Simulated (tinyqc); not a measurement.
Worked calculation: Hueckel theory of the pi electrons, for the molecule C=CN (SMILES; centres numbered as the heavy atoms are written). Computed by tinyqc, a small Python program that keeps every step. Settings: charge = 0. Command: `OMP_NUM_THREADS=1 python tinyqc.py 27037 27038 out.jsonl` (the two numbers bound the seeds that draw the settings). One thread of a shared host (Intel(R) Xeon(R) Processor @ 2.60GHz), about 0.01 s of CPU time with the checks.

## The Hueckel matrix

Centres:

| centre | z_r, pi electrons of the neutral centre | h |
|---|---|---|
| 1C | 1 | 0.00000 |
| 2C | 1 | 0.00000 |
| 3N | 2 | 1.50000 |

Bonds:

| i | j | k |
|---|---|---|
| 1 | 2 | 1 |
| 2 | 3 | 0.80000 |

H_rr = alpha + h_r beta, H_rs = k_rs beta for bonded centres.

Hueckel matrix in units of beta (H = alpha + beta A), lower triangle:
```
         1C       2C       3N
1C  0.00000
2C  1.00000  0.00000
3N  0.00000  0.80000  1.50000
```

## Orbitals

pi electrons, sum of z_r less the charge = 4

Diagonalise; E = alpha + x beta with beta < 0, so the largest x are filled first; degenerate levels share their electrons. P = sum n_i c_ri c_si; each orbital has its largest coefficient positive (the first on a tie).

x values: 1.94664  0.68246  -1.12909

occupations: 2.00000  2.00000  0.00000

coefficients:
```
        MO1       MO2       MO3
1C  0.24292   0.72325  -0.64645
2C  0.47287   0.49359   0.72991
3N  0.84699  -0.48300  -0.22210
```

charge and bond-order matrix P, lower triangle:
```
          1C       2C       3N
1C   1.16419
2C   0.94371  0.93447
3N  -0.28716  0.32423  1.90134
```

## Energy, charges, bond orders

E = sum n x; q_r = z_r - P_rr; bond order p = P_rs; free valence = sqrt(3) - sum of p over the bonds of the atom.

pi energy = 4 alpha + this times beta = 5.25819

pi charges: 1C -0.16419, 2C 0.06553, 3N 0.09866

Bond orders and lengths from R = 1.517 - 0.180 p (angstrom, C-C alone):

| bond | p | R |
|---|---|---|
| 1-2 | 0.94371 | 1.34713 |
| 2-3 | 0.32423 | - |

free valence of the carbons: 1C 0.78834, 2C 0.46412

gap between the highest filled and the next level = 1.81155 |beta|
